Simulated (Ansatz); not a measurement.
Structure optimisation: copper, fcc

These are results of DFT, PBE, plane waves (420 eV) with PAW, scalar-relativistic (Ansatz 0.2.0), not measurements.

k-point mesh 15×15×15, Fermi-Dirac smearing 0.1 eV, no spin polarisation. Cell and atoms relax.

Starting structure:

```cif
data_structure
_symmetry_space_group_name_H-M 'P 1'
_symmetry_Int_Tables_number 1
_cell_length_a 2.5562
_cell_length_b 2.5562
_cell_length_c 2.5562
_cell_angle_alpha 60.000
_cell_angle_beta 60.000
_cell_angle_gamma 60.000
_cell_volume 11.81
loop_
_atom_site_label
_atom_site_type_symbol
_atom_site_fract_x
_atom_site_fract_y
_atom_site_fract_z
_atom_site_occupancy
Cu1 Cu 0.00000 0.00000 0.00000 1
```

**Question.** The pressure at the start is 1.7 GPa. By how much does the volume change?

**Answer.** From 11.81 to 11.95 Å³ per atom, 1.2 %. The final cell has a = 3.629 Å.

**Question.** How much energy does the relaxation gain?

**Answer.** 0.7 meV per atom.

Path of the relaxation (the plane waves are chosen anew near the end, which can shift the energy a little):

```tsv
step	E − E(final) (meV/atom)	V (Å³/atom)	P (GPa)	max force (eV/Å)
0	0.74	11.810	1.71	0.000
1	0.24	11.880	0.85	0.000
2	0.11	11.950	0.02	0.000
3	0.00	11.950	0.00	0.000
```
